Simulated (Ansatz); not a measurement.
# Several solutions for doublet CP

```
atom   x (Å)   y (Å)   z (Å)
   C  0.0000  0.0000  0.0000
   P  0.0000  0.0000  3.1200
```

Basis set: def2-SVP (spherical functions). Charge 0, multiplicity 2.

PBE0 (unrestricted) was run from several starts with Ansatz (development build ahead of 0.2.0).

```csv
run,program,start,converged,energy (hartree),<S²>
A,Ansatz,search for the lowest state,yes,-378.79160,2.53
B,Ansatz,stability test followed,yes,-378.76720,2.50
C,Ansatz,"atomic start, no search",yes,-378.76720,2.50
```

Task: Which runs reached the lowest solution of this kind, and what is wrong with the others?

Result: A reached the lowest solution found. Converged but too high: B by 0.66 eV, C by 0.66 eV. Convergence only shows a stationary point, and even a stable one can lie too high; stability tests and further starts are what find lower ones. Caution: the unrestricted determinant is a mixture of spin states.
